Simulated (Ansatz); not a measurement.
# HNOP: the cost of one run

Computed with Ansatz 0.2.0, Gaussian basis. Level: def2-QZVPP, core rule «outside noble gas», up to 7 orbitals frozen.

The runs, in order: UHF; ROHF; CCSD(T) on UHF.

2 further runs of the same task are left out: 2 set aside as unsound or not needed.

### Step 1. What is computed

The geometry is a PBE0/def2-TZVP stationary point (not a proven minimum) of the parent state, kept for this charge and spin.

4 atoms, charge 1, spin multiplicity 3.

Atoms are counted from 1 here; the program's logs count them from 0.

Bond lengths: O1–N2 1.248 Å, N2–P3 1.668 Å, N2–H4 1.032 Å. Angles: O1–N2–P3 129.4°, O1–N2–H4 115.2°, P3–N2–H4 115.4°.

### Step 2. UHF

The input, in.yaml:

```yaml
crystal:
  periodic: [false, false, false]
  atoms:
    - {symbol: O, position_ang: [0.000000, -0.293537, 1.564314]}
    - {symbol: N, position_ang: [0.000000, 0.402609, 0.528647]}
    - {symbol: P, position_ang: [0.000000, -0.076731, -1.069368]}
    - {symbol: H, position_ang: [0.000000, 1.422547, 0.684225]}
basis:
  gaussian: {orbitals: "def2-QZVPP.json"}
total_charge: 1
magnetization: {spin_polarized: true, initial_magnetization: 2}
hamiltonian: {xc: hf}
output: {orbitals: {seedname: orbitals}}
```

Launch:

```bash
> ansatz run in.yaml --threads 1 --pin off --events-out ev --progress --plain --max-ram 2393MiB
```

Q: Estimate wall time and peak memory on 1 thread of Arm Neoverse V1, shared host.

About 19 s, with a peak of 0.52 GiB.
